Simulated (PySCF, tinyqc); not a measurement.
Orbital energy against energy difference: ionisation energy by orbital energies and by energy differences in the 6-31g basis, for BH, spin multiplicity 1. Computed by the program tinyqc with PySCF. Command: `OMP_NUM_THREADS=1 python tinyqc.py 110375 110376 out.jsonl`; one thread of a shared host (Intel(R) Xeon(R) Processor @ 2.60GHz), about 4 s.

Geometry (angstrom):
```
atom       x       y       z
B     0.0000  0.0000  0.0000
H     0.0000  0.0000  1.0500
```

CCSD(T) difference in the same basis = 8.8065 eV

IP-EOM-CCSD = 8.8302 eV

The cation is unrestricted; errors are against CCSD(T) in this basis, not against experiment.

First vertical ionisation energy (eV):
```
method     -e(HOMO)  E(cation) - E  error of -e(HOMO)  error of the difference
HF            8.857        8.00171              0.051                   -0.805
LDA           4.594        9.25304             -4.212                    0.447
PBE           4.645        9.17729             -4.162                    0.371
B3LYP         5.694        9.30500             -3.113                    0.499
PBE0          5.898        9.13364             -2.908                    0.327
CAM-B3LYP     7.301        9.27603             -1.506                    0.470
LC-wPBE       8.776        9.20167             -0.030                    0.395
```

Koopmans errs by +0.05 eV and Delta-HF by -0.80 eV: relaxation, 0.86 eV, lowers the value and the missing correlation difference works against it. The PBE level is off by -4.2 eV through the wrong tail of its potential, though its energy difference is off by +0.37 eV; exact exchange deepens the level, and among the orbital energies LC-wPBE comes closest; among the differences PBE0 does. The restricted reference is unstable here: a spin-polarised solution lies 0.0085 hartree lower (PySCF), so results built on it describe a poor reference.
